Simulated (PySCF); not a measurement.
Computed spin Hamiltonian

Species: C5H8N (doublet state).
Structure used (GFN2-xTB), in Å, numbered top down from 1:
```
atom  x, y, z in Å
C1     2.2621   -0.3360   -0.0921
C2     0.8927   -0.2760   -0.0519
N3     0.1409   -1.3483    0.0622
C4    -1.2343   -0.9867    0.0787
C5    -1.3255    0.5527    0.1929
C6     0.0948    1.0131   -0.1495
H7     2.7641   -1.2827   -0.0189
H8     2.8549    0.5548   -0.1930
H9    -1.7325   -1.5110    0.9003
H10   -1.6919   -1.3562   -0.8487
H11   -2.0748    0.9654   -0.4792
H12   -1.5873    0.8346    1.2131
H13    0.1621    1.4022   -1.1678
H14    0.4740    1.7735    0.5316
```

The hyperfine couplings belong to this conformer and change with its torsions.

The species is `[CH2]C1=NCCC1` [radical].

Method: UKS B3LYP, pcH-1 on C H N, non-relativistic, mean-field spin-orbit, GIAO (PySCF 2.14.0). One conformer (not necessarily the lowest) at the GFN2-xTB geometry, without solvent, vibrations or thermal averaging. A GFN2-xTB geometry isn't a minimum of the functional, and hyperfine couplings can be far from their values at a DFT geometry. Stability of the SCF solution: not tested. ⟨S²⟩ is 0.777 where a pure state has 0.75.

* g1, g2, g3: 2.00215, 2.00330, 2.00511
* g_iso: 2.00352
* Form of g: rhombic: the two nearest values differ by 39 % of g3 − g1
* ⟨S²⟩: 0.7769 (exact 0.7500)
* α and β electrons: 23, 22
* HOMO–LUMO gap, α and β orbitals: 6.76, 4.25 eV
* Total energy: -250.06025 Eh

Isotropic coupling and dipolar principal values T1 to T3, in MHz:

```tsv
atom	isotope	a_iso	T1	T2	T3	Mulliken spin population
C1	13C	57.0	-56.4	-54.8	111.2	0.75
C2	13C	-49.8	-30.0	11.4	18.6	-0.24
N3	14N	19.7	-24.6	-23.8	48.4	0.51
C4	13C	-21.2	-2.4	0.5	1.9	-0.04
C5	13C	-0.9	-0.7	-0.4	1.2	0.00
C6	13C	3.0	-1.0	-0.1	1.1	0.01
H7	1H	-44.2	-24.0	-1.8	25.9	-0.03
H8	1H	-45.4	-27.4	-0.7	28.1	-0.03
H9	1H	63.8	-3.7	-2.7	6.4	0.03
H10	1H	97.4	-4.1	-2.3	6.4	0.04
H11	1H	-0.7	-1.3	-1.0	2.4	0.00
H12	1H	-0.5	-1.6	-1.1	2.8	0.00
H13	1H	-18.6	-2.3	-0.7	3.1	-0.01
H14	1H	-12.5	-2.1	-1.3	3.4	0.00
```

Largest spin populations (Mulliken): C1 (+0.75), N3 (+0.51) and C2 (-0.24). The positive populations add up to 1.35 and the negative ones to -0.35, together 2S = 1. The angles at C1 add up to 360.0°, so it is planar; its axial dipolar tensor and the negative couplings of its protons fit spin in a p orbital normal to that plane.

Axes: g2 points within 8° of the C1–H7 bond.

Under fast tumbling the dipolar parts average out, and these isotropic splittings remain: 2 × 1H (H9/H10, I = 1/2, 3 lines) with 2.87 mT, 1 × 1H (H8, I = 1/2, 2 lines) with 1.62 mT, 1 × 1H (H7, I = 1/2, 2 lines) with 1.58 mT, 1 × 14N (N3, I = 1, 3 lines) with 0.70 mT and 2 × 1H (H13/H14, I = 1/2, 3 lines) with 0.56 mT.

Means are taken over nuclei equivalent by connectivity, which assumes that they swap fast. H7 and H8 aren't averaged: C1 is flat or nearly so (angle sum 360°), and its turn about the short C1–C2 bond (1.37 Å) is taken as slow. The 1H value of +80.6 MHz is a mean of couplings from 63.8 to 97.4 MHz in this one geometry, not an average over conformers. The 1H value of -15.6 MHz is a mean of couplings from -18.6 to -12.5 MHz in this one geometry, not an average over conformers.

The 13C coupling of C1 (57.0 MHz) shows only in satellite lines or after enrichment, since that isotope makes up about 1.07 % of natural carbon.
